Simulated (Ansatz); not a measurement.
# H3OSi: the cost of one run

Method: Hartree-Fock/def2-SVP; program: Ansatz 0.2.0, Gaussian basis.

**1. Starting geometry**

SMILES `[O-][SiH3]`, 5 atoms, charge -1, spin multiplicity 1.

Atoms are counted from 1 here; the program's logs count them from 0.

Bond lengths: O1–Si2 1.535 Å, Si2–H3 1.516 Å, Si2–H4 1.516 Å, Si2–H5 1.516 Å. Angles: O1–Si2–H3 116.1°, O1–Si2–H4 116.1°, O1–Si2–H5 116.1°, H3–Si2–H4 102.1°, H3–Si2–H5 102.1°, H4–Si2–H5 102.1°.

As a file:

```xyz
5
charge -1, multiplicity 1
O    -1.44417    0.27139    0.70010
Si   -0.08270    0.01560    0.03980
H    -0.10444   -0.24742   -1.45260
H     0.69783   -1.17461    0.56142
H     0.93348    1.13504    0.15128
```

**2. Dynamics**

File md/in.yaml:

```yaml
crystal:
  periodic: [false, false, false]
  atoms:
    - {symbol: O, position_ang: [-1.444170, 0.271390, 0.700100]}
    - {symbol: Si, position_ang: [-0.082700, 0.015600, 0.039800]}
    - {symbol: H, position_ang: [-0.104440, -0.247420, -1.452600]}
    - {symbol: H, position_ang: [0.697830, -1.174610, 0.561420]}
    - {symbol: H, position_ang: [0.933480, 1.135040, 0.151280]}
basis:
  gaussian: {orbitals: def2-SVP}
total_charge: -1
hamiltonian: {xc: hf}
md: {n_steps: 30, timestep: 1.0, temperature: 1500, ensemble: nvt_langevin, seed: 715, friction: 0.05, initial_velocities: maxwell_boltzmann}
```

On the command line:

```bash
$ ansatz run in.yaml --threads 2 --pin off --events-out ev --progress --plain --max-ram 3481MiB
```

Q: Estimate wall time and peak memory on 2 threads of Arm Neoverse V2, shared host.

About 3.8 s, with a peak of 0.08 GiB.
